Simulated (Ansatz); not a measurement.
`OC1=CCC1` → `C=C=C(C)O`  (isomerisation)

Computed with Ansatz on PBE0-D4/def2-TZVP structures; ΔE is electronic, products minus reactants. CCSD(T)/CBS is the MP2 limit (def2-TZVPP, def2-QZVPP) plus CCSD(T) − MP2 in def2-TZVPP, frozen cores. DFT in def2-TZVPP. Each species was taken in one conformer, which may not be the lowest.

| species | BHLYP energy (Eh) |
| --- | --- |
| `OC1=CCC1` | -231.15370 |
| `C=C=C(C)O` | -231.14863 |

Question: Work out ΔE.

Answer: ΔE = (-231.14863) − (-231.15370) = 0.00507 Eh = +13.3 kJ/mol. CCSD(T)/CBS gives +22.9 kJ/mol.

Largest T1 diagnostic among the species: 0.012.

From PBE to PBE0 (25 % exact exchange), in def2-TZVPP and without D4, ΔE moves by +11.9 kJ/mol. In def2-TZVPP, CCSD(T) changes the Hartree–Fock value by +10.9 kJ/mol (the triples alone add −0.8 kJ/mol) and MP2 by +21.2 kJ/mol.
